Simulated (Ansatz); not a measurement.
# B₂HF+ (quartet): wave-function methods side by side, cc-pVTZ

One table from this session's results is given with a row withheld; the runs are named, their logs left out.

Computed with Ansatz 0.2.0, Gaussian basis. Level: cc-pVTZ, core rule «outside noble gas», up to 3 orbitals frozen.

To be run: UHF; CCSD(T) on ROHF; CCSD(T) on UHF; BCCD(T) on ROHF; CCSDT(Q) on ROHF; CCSDT(Q) on UHF.

9 further runs of the same task are left out: 1 that didn't finish, 8 set aside as unsound or not needed. Runs told in other sessions of the task aren't counted.

**The system**

The geometry is a PBE0/def2-TZVP stationary point (not a proven minimum) of the parent state, kept for this charge and spin.

4 atoms, charge 1, spin multiplicity 4.

Atoms are counted from 1 here; the program's logs count them from 0.

Bond lengths: B1–B2 1.633 Å, B2–F3 1.328 Å, B2–H4 1.205 Å. Angles: B1–B2–F3 125.5°, B1–B2–H4 114.3°, F3–B2–H4 120.2°.

Set-up of the first run:

in.yaml

```yaml
crystal:
  periodic: [false, false, false]
  atoms:
    - {symbol: B, position_ang: [0.000000, -0.285996, 1.615495]}
    - {symbol: B, position_ang: [0.000000, 0.444539, 0.154784]}
    - {symbol: F, position_ang: [0.000000, -0.177695, -1.018097]}
    - {symbol: H, position_ang: [0.000000, 1.648828, 0.202133]}
basis:
  gaussian: {orbitals: cc-pVTZ}
total_charge: 1
magnetization: {spin_polarized: true, initial_magnetization: 3}
hamiltonian: {xc: hf}
output: {orbitals: {seedname: orbitals}}
```

On the command line:

```bash
> ansatz run in.yaml --threads 1 --pin off --events-out ev --progress --plain --max-ram 4096MiB --backend cpu
```

Steps of the session up to this table: UHF; CCSD(T) on ROHF; CCSD(T) on UHF; BCCD(T) on ROHF; CCSDT(Q) on ROHF; CCSDT(Q) on UHF.

One of the session's tables, all rows but one given; the rest of the session is left out.

It belongs to the step «Misses and costs». 

| method | from UCCSDT(Q) (meV) |
| --- | --- |
| ROHF | +11112.9 |
| UHF | +10878.7 |
| RMP2 | +941.3 |
| UMP2 | ? |
| RCCSD | +475.6 |
| UCCSD | +469.1 |
| RCCSD(T) | +54.1 |
| UCCSD(T) | +56.3 |
| BCCD(T) | +50.9 |
| RCCSDT | +23.0 |
| UCCSDT | +22.2 |
| RCCSDT(Q) | +12.1 |
| UCCSDT(Q) | 0 |

Q: Estimate the row for UMP2 from the others.

**Answer.** from UCCSDT(Q) (meV): +975.2. In the column «from UCCSDT(Q) (meV)» it lies between RMP2 (+941.3) and UHF (+10878.7).

Limits of these values: Restricted and unrestricted rows rest on different reference determinants; a gap between their highest levels can come from leftover correlation error, from unlike frozen cores or from another state.
